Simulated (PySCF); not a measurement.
Method used: delta-SCF UKS SCAN, pcX-2 on the ionised atom, pcseg-1 elsewhere, spin-free X2C in PySCF. Geometries: PBE0-D3(BJ)/def2-SVP; isolated species, one conformer each. Values against the vacuum level.

(1) Order these sites by rising C 1s binding energy.
A. C3 in `[F:1][C@@H:2]1[CH2:3][C@@H:4]1[SH:5]`
B. C4 in `[CH3:1][C@H:2]1[CH:3]=[CH:4][P@H+:5]([CH3:6])[CH:7]=[CH:8]1`
C. Carbon in `CN` (CH5N)
D. C2 in `[CH3:1][C@@H:2]1[S:3][C@@H:4]1[F:5]`

(2) Rank by computed S 1s binding energy, lowest first.
A. Sulfur in `S=C=S`
B. Sulfur in `F[C@@H]1C[C@@H]1S`
C. Sulfur in `FSSF` (S2F2)
D. Sulfur in `CC(=S)CF`

## Answers

(1) A (291.21 eV), C (291.56 eV), D (291.93 eV), B (295.06 eV).

From the lowest up, the atoms are bonded to: 2 C and 2 H (291.21); N and 3 H (291.56); S, 2 C and H (291.93); C (double bond), H and P in a species of charge +1 (295.06).

(2) D (2476.56 eV), B (2477.52 eV), A (2478.01 eV), C (2480.54 eV).

From the lowest up, the atoms are bonded to: C (double bond) (2476.56); C and H (2477.52); C (double bond) (2478.01); F and S (2480.54).
